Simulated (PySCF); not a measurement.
Homolysis of single bonds, series Ga Cl-CH3. All species are isolated molecules in the gas phase. Strings in code marks are SMILES.

These are PBE-D3(BJ)/def2-TZVP // PBE0-D4/def2-TZVP run with PySCF 2.14.0 values and carry that method's errors. 

```
species                                   dipole moment (D)
----------------------------------------  -----------------
whole molecule (`[Cl][Ga]([Cl])[Cl]`)                  0.00
whole molecule (`[CH3][Ga]([Cl])[Cl]`)                  [?]
radical fragment (`[CH3]`)                             0.00
whole molecule (`[CH3][Ga]([CH3])[CH3]`)               0.00
```

### Question
Complete the blanks.

### Answer

- whole molecule (`[CH3][Ga]([Cl])[Cl]`), dipole moment (D): 2.71
